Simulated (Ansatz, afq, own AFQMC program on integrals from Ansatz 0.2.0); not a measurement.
## AlGa, singlet in cc-pVDZ, levels against full CI

```yaml
atoms:
  - { symbol: Al, position_ang: [0.0000, 0.0000, 0.0000] }
  - { symbol: Ga, position_ang: [0.0000, 0.0000, 3.0185] }
```

Basis cc-pVDZ. Noble-gas cores (and the filled d shells of Ga–Kr and In–Xe) are frozen. AFQMC by an in-house program on the Cholesky factors that Ansatz 0.2.0 writes for its CCSD(T) run. ph-AFQMC/CISD is guided by a CISD state made of CCSD amplitudes; releasing the constraint for a short imaginary time cuts its bias at the price of noise, slowly where states lie close. Uncertainties: one standard error, sampling alone. No spin–orbit coupling.

Determinant: RHF, the one that the program's search chose, which needn't be the lowest solution. The geometry is a point of a scan.

Full CI on the same integrals is exact in this basis and with this determinant's frozen core.

Cautions: no relativity below Rb; no spin-orbit coupling; inner d shell frozen; another spin lies lower; restricted determinant unstable towards unrestricted (UHF 550 meV lower, ⟨S²⟩ 1.09); the released energies are still falling, so no released level is given (meV from the phaseless value at times in 1/Eh: -3 ± 4 at 0.24, -6 ± 3 at 0.51, -11 ± 3 at 0.99, -16 ± 3 at 1.62, -16.9 ± 2.3 at 2.40); CCSDTQ on the UHF determinant differs (232 meV lower), perhaps since the unrestricted series falls towards higher spin.

The T1 diagnostic is 0.0177 and the weight of the determinant in the CISD state is 0.840. The size of the correlated space is 6 electrons in 26 orbitals.

| level | correlation energy (eV) |
| --- | --- |
| MP2 | -2.2040 |
| CCSD | -3.1393 |
| CCSD(T) | -3.2310 |

(1) Estimate where phaseless AFQMC with the Hartree–Fock trial lies against CCSD(T) on the same integrals.

(1) 0.22 ± 0.47 kcal/mol above CCSD(T). The gap is under twice the noise, so this walk alone can't tell the two apart.

Reference: full CI, correlation energy -3.285 eV.

```json
{"level": "CCSD(T)", "E − E(reference) (kcal/mol)": "1.24", "share of correlation (%)": "98.36"}
{"level": "CCSDT", "E − E(reference) (kcal/mol)": "0.44", "share of correlation (%)": "99.42"}
{"level": "CCSDT(Q)", "E − E(reference) (kcal/mol)": "0.16", "share of correlation (%)": "99.79"}
{"level": "CCSDTQ", "E − E(reference) (kcal/mol)": "0.02", "share of correlation (%)": "99.97"}
{"level": "ph-AFQMC/HF", "E − E(reference) (kcal/mol)": "1.46 ± 0.47", "share of correlation (%)": "98.08"}
{"level": "ph-AFQMC/CISD", "E − E(reference) (kcal/mol)": "1.00 ± 0.09", "share of correlation (%)": "98.68"}
```

CCSDT and higher add their correlation energy to the determinant of the CCSD(T) run, since their own runs factorise the integrals more tightly (a shift of under 2 meV). A walk keeps the symmetry of its determinant, which the program's search chose and which needn't be the lowest solution, so a lower state of the same spin and another symmetry isn't excluded.
